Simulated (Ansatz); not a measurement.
# CuOs3: from a trial structure to a relaxed crystal

Computed with DFT PBE, scalar-relativistic, plane waves, PAW in Ansatz 0.2.0. Cutoff 420 eV, Γ-centred k mesh, Gaussian smearing, no spin polarisation in the final step.

This is the end of a relaxation of cell and atoms.

```xyz
4
Lattice="3.8165 0.0000 0.0000 0.0000 3.8165 0.0000 0.0000 0.0000 3.8165" Properties=species:S:1:pos:R:3 pbc="T T T"
Cu    0.0000    0.0000    0.0000
Os    0.0000    1.9083    1.9083
Os    1.9083    0.0000    1.9083
Os    1.9083    1.9083    0.0000
```

Energies over the elements count from the elements' standard structures at the same level, with no empirical corrections.

(1) What space group does it have?

(2) How far does it lie from the elements in energy?

(3) Is it a metal?

Results:

(1) Pm-3m (No. 221). Conventional cell: a = 3.817 Å. Cu is coordinated by 12 Os at 2.70 Å; Os is coordinated by 4 Cu at 2.70 Å and 8 Os at 2.70 Å.

(2) 0.55 eV/atom.

(3) Yes, bands cross the Fermi level on the 12×12×12 mesh.

The final run used a 12×12×12 mesh on its 4-atom cell and 0.10 eV smearing. The k mesh leaves about 4 meV/atom of noise in metals. Spin–orbit coupling is left out. The cell came from a trial start, so CuOs3 may not exist in this structure.

Cost: 3 runs of about 0.99 core-minutes in all, on Arm Neoverse V1 (shared hosts).